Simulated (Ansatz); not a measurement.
Input file:

```yaml
crystal:
  periodic: [false, false, false]
  atoms:
    - {symbol: Ge, position_ang: [0.000000, -0.046314, 0.045260]}
    - {symbol: H, position_ang: [0.000000, 2.618942, -4.656914]}
    - {symbol: H, position_ang: [0.000000, 0.718806, 1.395122]}
basis:
  gaussian: {orbitals: aug-cc-pVDZ}
total_charge: 1
magnetization: {spin_polarized: true, initial_magnetization: 1}
hamiltonian: {xc: {name: B2PLYP}}
correlation: {electrons: outside_noble_gas}
```

```sh
$ ansatz run in.yaml --threads 1 --pin off --events-out ev --progress --plain --max-ram 2393MiB
```

Log:

```
576 factors; integrals over basis functions are off by at most 8.2e-4 eV
mean field evaluation 1: about -56518.8865 eV, gradient 1.0e1 eV
mean field evaluation 2: about -56518.8861 eV, gradient 1.0e1 eV
mean field evaluation 4: about -56525.4021 eV, gradient 4.1e0 eV
mean field evaluation 8: about -56525.6369 eV, gradient 1.5e-1 eV
mean field evaluation 16: about -56525.6373 eV, gradient 6.9e-4 eV
mean field evaluation 32: about -56524.4527 eV, gradient 4.4e0 eV
mean field evaluation 64: about -56525.6315 eV, gradient 4.6e-1 eV
mean field -56525.63728134 eV, -2077.2788556361 hartree, gradient 4.4e-6 eV, S^2 0.750001; 6 other end points of the search recorded, 0 dependent functions left out
14 core orbitals not correlated: weight in the atoms' cores, before any rotation towards them, 0.999 or more for the frozen orbitals, at most 0.000 for the correlated occupied ones
reference -56525.63745757 eV, -2077.2788621124 hartree; 3, 2 occupied and 37, 38 virtual orbitals, 576 factors
second order -1.92214039 eV of doubles, -0.00000000 eV of singles
Total energy: -56526.15643547 eV, -2077.2979341986 hartree
```

Ran on 1 thread of AMD EPYC, shared host: 11 s wall, 0.18 GiB peak host memory.
